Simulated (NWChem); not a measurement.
# HF/STO-3G run of SiH4O2 (SMILES O[SiH2]O)

What is the energy change on altering one bond length of SiH4O2 at HF/STO-3G? 

The calculation is run with NWChem 7.3.0.

4 further runs of the same task are left out: 2 that didn't finish, 2 set aside as unsound or not needed.

## 1. Starting point

The species is SiH4O2 (7 atoms), meant as a singlet with charge 0. SMILES: `O[SiH2]O`. Geometry: relaxed at PBE0-D4/def2-TZVP. This is one conformer, not always the lowest.

Bond lengths: O1–Si2 1.642 Å, Si2–O3 1.642 Å, O1–H4 0.958 Å, Si2–H5 1.481 Å, Si2–H6 1.481 Å, O3–H7 0.958 Å. Angles: O1–Si2–O3 113.5°, O1–Si2–H5 111.5°, O1–Si2–H6 103.9°, O3–Si2–H5 103.9°, O3–Si2–H6 111.5°, Si2–O1–H4 117.7°, Si2–O3–H7 117.7°, H5–Si2–H6 112.9°.

## 2. Energy and gradient at HF/STO-3G

Input file h4o2si.nw:

```
start h4o2si
title "H4O2Si"
memory 2200 mb
geometry units angstroms noautosym nocenter noautoz
  O    -1.385150   -0.243860   -0.354380
  Si    0.051410    0.422210    0.079240
  O     1.274030   -0.668570    0.183160
  H    -1.456660   -0.615580   -1.234790
  H     0.526670    1.393040   -0.933360
  H    -0.229300    1.048860    1.391580
  H     1.219010   -1.336090    0.868560
end
basis spherical bse
  * library STO-3G
end
scf
  thresh 1e-08
  maxiter 80
  print low
end
task scf gradient
```

Run with:

```sh
nwchem h4o2si.nw > h4o2si.out
```

What it wrote:

```text
[...]
  functions       =    23
[...]
  wavefunction    = RHF
[...]
         Total SCF energy =   -435.626340389034
      One-electron energy =   -846.711391888747
      Two-electron energy =    290.611090796340
 Nuclear repulsion energy =    120.473960703373
        Time for solution =      0.8s
[...]
                         RHF ENERGY GRADIENTS
    atom               coordinates                        gradient
                 x          y          z           x          y          z
   1 O      -2.617554  -0.460829  -0.669681    0.018201  -0.002683  -0.029910
   2 Si      0.097151   0.797861   0.149742   -0.004710  -0.038624  -0.007241
   3 O       2.407568  -1.263414   0.346122   -0.019606  -0.008913   0.027750
   4 H      -2.752688  -1.163278  -2.333415   -0.009118   0.007339   0.026330
   5 H       0.995262   2.632464  -1.763795    0.009820   0.018082  -0.021795
   6 H      -0.433314   1.982058   2.629705   -0.006295   0.010848   0.027220
   7 H       2.303595  -2.524844   1.641340    0.011708   0.013950  -0.022354
 Task  times  cpu:        1.1s     wall:        1.1s
 Total times  cpu:        1.1s     wall:        1.1s
```

Wall time 1.7 s (1 thread of Intel Xeon 6975P-C (Granite Rapids), shared host); peak memory 0.099 GiB.

## 3. The distorted shape: a single-point energy at HF/STO-3G

Input file run.py:

```python
from ase import Atoms
from ase.calculators.nwchem import NWChem

atoms = Atoms(['O', 'Si', 'O', 'H', 'H', 'H', 'H'], positions=[
    [-3.109044, -1.043154, -0.874731],
    [0.051410, 0.422210, 0.079240],
    [1.274030, -0.668570, 0.183160],
    [-3.180554, -1.414874, -1.755141],
    [0.526670, 1.393040, -0.933360],
    [-0.229300, 1.048860, 1.391580],
    [1.219010, -1.336090, 0.868560],
])

calc = NWChem(
    label='input',
    theory='scf',
    memory='2200 mb',
    basis='STO-3G',
    basispar='spherical bse',
    scf={'nopen': '0', 'rhf': None, 'thresh': '1e-08', 'maxiter': '80'},
    task='energy',
)
atoms.calc = calc

print("Total energy (eV):", round(atoms.get_potential_energy(), 6))
print("dipole (e A):", atoms.get_dipole_moment().round(4))
```

Run with:

```sh
export ASE_NWCHEM_COMMAND="nwchem PREFIX.nwi > PREFIX.nwo"
python run.py
```

What it wrote:

```text
Total energy (eV): -11844.246528
dipole (e A): [0.5352 0.1407 0.2358]
```

The calculator wrote input.nwi:

```
title "input"

permanent_dir input

scratch_dir input

start input

geometry units angstrom nocenter noautosym noautoz
  O  -3.1090439999999999e+00 -1.0431539999999999e+00 -8.7473100000000004e-01
  Si 5.1409999999999997e-02 4.2220999999999997e-01 7.9240000000000005e-02
  O  1.2740300000000000e+00 -6.6857000000000000e-01 1.8315999999999999e-01
  H  -3.1805539999999999e+00 -1.4148740000000000e+00 -1.7551410000000001e+00
  H  5.2666999999999997e-01 1.3930400000000001e+00 -9.3335999999999997e-01
  H  -2.2930000000000000e-01 1.0488599999999999e+00 1.3915800000000000e+00
  H  1.2190099999999999e+00 -1.3360900000000000e+00 8.6856000000000000e-01
end

memory 2200 mb

basis spherical bse noprint
   * library STO-3G
end

scf
  nopen 0
  rhf
  thresh 1e-08
  maxiter 80
end

task scf energy
```

input.nwo, cut to the lines that bear on the results:

```text
[...]
         Total SCF energy =   -435.268035129330
      One-electron energy =   -789.929737659933
      Two-electron energy =    262.775848576632
 Nuclear repulsion energy =     91.885853953971
[... 3 lines left out ...]
             Final eigenvalues
[... 27 lines left out ...]
                       ROHF Final Molecular Orbital Analysis
[...]
```

It took 3.3 s on 1 thread of Intel Xeon 6975P-C (Granite Rapids), shared host; peak memory 0.096 GiB.

## 4. What came out

Level: HF/STO-3G.

| quantity | value |
| --- | --- |
| first shape: total energy | -435.62634 Eh |
| first shape: largest force on an atom | 2.035 eV/Å |
| distorted shape: total energy | -435.26804 Eh |
| distorted shape: dipole moment | 2.89 D |
| distorted shape: HOMO energy | -3.00 eV |
| distorted shape: LUMO energy | 1.96 eV |
| distorted shape: HOMO–LUMO gap | 4.96 eV |
| energy change with the O1–Si2 bond stretched from 1.642 to 3.612 Å | 9.750 eV |

**Reading.** One bond (distorted shape) is far stretched, which a spin-restricted single reference describes badly; a broken-symmetry solution may lie lower. With the O1–Si2 bond stretched from 1.642 to 3.612 Å the energy rises by 9.75 eV (225 kcal/mol). The first shape isn't relaxed at this level, so the change isn't measured from a minimum. A restricted reference can't describe the breaking bond well at this length. The minimal basis adds a large error of its own. The largest force (first shape) is 2.04 eV/Å: the shape isn't a stationary point for this species at this level.
